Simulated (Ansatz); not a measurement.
`CSC1(F)CO1`, 11 atoms. Charge 0, multiplicity 1. All runs use 4 threads of a server CPU on a shared host. Correlated methods freeze the cores.

Question: How many basis functions does each run have, and how long does it take in Ansatz? RHF-MP2/def2-QZVPP energy; RKS PBE0-D4/def2-TZVP frequencies; RKS BHLYP-D4/def2-TZVPP energy; RKS ωB97M-V/def2-SVP energy; RKS PBE0-D4/def2-SVP energy; RHF-CCSD(T)/def2-TZVPP energy; RHF-CCSD(T)/def2-SVP energy; RKS PBE0-D4/def2-TZVP relaxation (9 steps); RKS PBE0-D4/def2-QZVPP energy; RKS BLYP-D4/def2-TZVPP energy; direct RPA on PBE orbitals/def2-TZVPP energy; RKS ωB97M-V/def2-QZVPP energy. (Best estimate.)

Answer: Ansatz gave: Other jobs shared the machine, so times are rough.

```json
{"level": "RKS PBE0-D4/def2-SVP", "job": "energy", "functions": "113", "wall time": "2.7 s", "peak host memory (GiB)": "0.27"}
{"level": "RKS BLYP-D4/def2-TZVPP", "job": "energy", "functions": "267", "wall time": "4.9 s", "peak host memory (GiB)": "0.37"}
{"level": "RKS ωB97M-V/def2-SVP", "job": "energy", "functions": "113", "wall time": "7 s", "peak host memory (GiB)": "0.37"}
{"level": "RKS BHLYP-D4/def2-TZVPP", "job": "energy", "functions": "267", "wall time": "9 s", "peak host memory (GiB)": "0.75"}
{"level": "direct RPA on PBE orbitals/def2-TZVPP", "job": "energy", "functions": "267", "wall time": "13 s", "peak host memory (GiB)": "0.69"}
{"level": "RHF-CCSD(T)/def2-SVP", "job": "energy", "functions": "113", "wall time": "14 s", "peak host memory (GiB)": "0.63"}
{"level": "RKS PBE0-D4/def2-QZVPP", "job": "energy", "functions": "505", "wall time": "19 s", "peak host memory (GiB)": "1.9"}
{"level": "RKS ωB97M-V/def2-QZVPP", "job": "energy", "functions": "505", "wall time": "39 s", "peak host memory (GiB)": "2.3"}
{"level": "RHF-MP2/def2-QZVPP", "job": "energy", "functions": "505", "wall time": "56 s", "peak host memory (GiB)": "3.5"}
{"level": "RKS PBE0-D4/def2-TZVP", "job": "relaxation (9 steps)", "functions": "222", "wall time": "91 s", "peak host memory (GiB)": "0.63"}
{"level": "RHF-CCSD(T)/def2-TZVPP", "job": "energy", "functions": "267", "wall time": "6.1 min", "peak host memory (GiB)": "7.2"}
{"level": "RKS PBE0-D4/def2-TZVP", "job": "frequencies", "functions": "222", "wall time": "6.5 min", "peak host memory (GiB)": "0.65"}
```
